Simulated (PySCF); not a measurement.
## Al2H, quartet in 6-31G: errors against full CI

Geometry: a point of a stretch scan, not a stationary point.

```xyz
3

Al    0.0000    0.0000    0.1089
Al    0.0000    0.0000   -1.8011
H     0.0000    0.0000    1.6922
```

Basis 6-31G; PySCF 2.14.0. Only valence electrons are correlated (noble-gas cores frozen), which leaves 7 electrons in 18 orbitals. R marks a restricted (for open shells ROHF) determinant, U an unrestricted one.

Full CI is exact within this basis and frozen core; it isn't the basis-set limit. The frozen core follows each run's orbitals, which can shift R against U totals by a few meV.

```
UHF ⟨S²⟩                          : 3.756
T1 diagnostic (ROHF- or RHF-based CCSD)             : 0.0253
largest doubles amplitude (ROHF- or RHF-based CCSD) : 0.066
T1 diagnostic (UCCSD)             : 0.0216
```

| level | E − E(RHF) (eV) |
| --- | --- |
| UHF | -0.0350 |
| RMP2 | -1.1655 |
| UMP2 | -1.1669 |
| RCCSD | -1.6677 |
| UCCSD | -1.6682 |
| RCCSD(T) | -1.7023 |
| UCCSD(T) | -1.7026 |

**Question.** Estimate how far full CI in 6-31G lies from RCCSD(T). The table doesn't fix it; the size of (T) and the diagnostics are the guide.

**Answer.** Full CI in 6-31G lies 19 meV below RCCSD(T), which is 54 % of the (T) step (-35 meV). The diagnostics give no warning, yet the rest is a sizeable part of (T).

The other levels:

```tsv
level	E − E(full CI) (meV)	share of correlation (%)	wall time
RCCSDT	3	99.80	3.1 s
UCCSDT	3	99.81	3 s
```

The correlation energy at full CI, counted from RHF, is -1.721 eV. The search over symmetries took 6.2 s on 1 thread of Intel Xeon, shared host; the state has 331,072 determinants.

Times are those of the correlated step on a shared host, with one SCF added for the restricted CCSD run; they ran on 1 thread of Intel Xeon.

The full-CI state has the irrep A2 of C2v, in the program's axes (one component, if the state is degenerate).

Natural occupations of full CI about the gap: 1.962 1.949 0.993 0.985 0.985 0.038 0.027 0.027 0.010 0.006; effectively unpaired electrons, Σ n²(2−n)², 3.03.
